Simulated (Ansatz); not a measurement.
Input file:

```yaml
crystal:
  periodic: [false, false, false]
  atoms:
    - {symbol: Ge, position_ang: [0.000000, -0.003654, 1.162916]}
    - {symbol: Ga, position_ang: [0.000000, -0.022851, -1.176473]}
    - {symbol: H, position_ang: [0.000000, 1.432545, 0.269458]}
    - {symbol: H, position_ang: [0.000000, 0.411477, -2.697219]}
basis:
  gaussian: {orbitals: "6-31G*"}
magnetization: {spin_polarized: false, initial_magnetization: 1}
correlation: {active_space: {window: {electrons: 3, orbitals: 3}, states: [{multiplicity: 2, weights: [1, 1]}], root: 2}}
```

```sh
$ ansatz run in.yaml --threads 1 --pin off --events-out ev --progress --plain --max-ram 2393MiB
```

(1) One thing in this input was set wrong on purpose, beside settings that are merely unusual. What is the gravest fault, and what does the program do?

## Answers

(1) Root beyond the states. How the run ends: refused.
```
Error: the active space averages no state 2, counted from zero
```
